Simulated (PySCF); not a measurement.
Simulated P 2p region for `PP` (P2H4), binding energy against the vacuum level.

Every computed line was given a Gaussian of 0.6 eV full width at half maximum and an area set by the number of equivalent atoms (split 2:1 within a doublet); the highest printed point is 100. Method used: PySCF 2.14.0, delta-SCF UKS SCAN, pcX-2 on the ionised atom, pcseg-1 elsewhere, spin-free X2C.

```
binding energy (eV)  intensity
              135.8          0
              135.9          1
              136.0          4
              136.1          9
              136.2         20
              136.3         38
              136.4         61
              136.5         84
              136.6         99
              136.7        100
              136.8         87
              136.9         66
              137.0         46
              137.1         33
              137.2         30
              137.3         36
              137.4         44
              137.5         50
              137.6         50
              137.7         43
              137.8         31
              137.9         20
              138.0         11
              138.1          5
              138.2          2
              138.3          1
              138.4          0
```

Count the maxima, the lines and the sites behind this envelope.

The curve has 2 maxima (at 136.7 and 137.5 eV). Under it lie 2 lines from 1 inequivalent phosphorus site, drawn as a 2p3/2, 2p1/2 pair.

Decompose the envelope and assign each component. Numbering: `[PH2:1][PH2:2]`.

```json
{"position (eV)": "136.66", "relative area": "1.33", "line": "P 2p3/2", "atoms": "P1/P2", "environment": "three-coordinate phosphorus"}
{"position (eV)": "137.55", "relative area": "0.67", "line": "P 2p1/2", "atoms": "P1/P2", "environment": "three-coordinate phosphorus"}
```

What are the centre and the root-mean-square width of the whole band?

The area-weighted mean of the lines is 136.95 eV. Their own spread about it is 0.42 eV (rms) and each Gaussian has σ = 0.6/2.355 = 0.25 eV; the variances add, which gives 0.49 eV.

No satellites, vibrations or lifetime broadening are included. The first atom of each set that the bonding makes equivalent was ionised and stands for the set. Spin–orbit coupling isn't in the SCF: each 2p doublet comes from a relaxed spin-free hole plus a matrix of the shell (mean-field spin–orbit coupling and the ground-state 2p splitting), with 2p3/2 averaged over its two sublevels. 2p1/2 minus 2p3/2 (ligand field included): P 0.89 eV. One conformer (not necessarily the lowest) at the GFN2-xTB geometry, without solvent, vibrations or thermal averaging.

Hardware: one thread, x86-64 server, no GPU, shared host. Cost: 2.3 s wall.

Shape of the structure used: `[PH2:1][PH2:2]`: H–P1–P2–H 180°, H–P1–P2–H 87°.
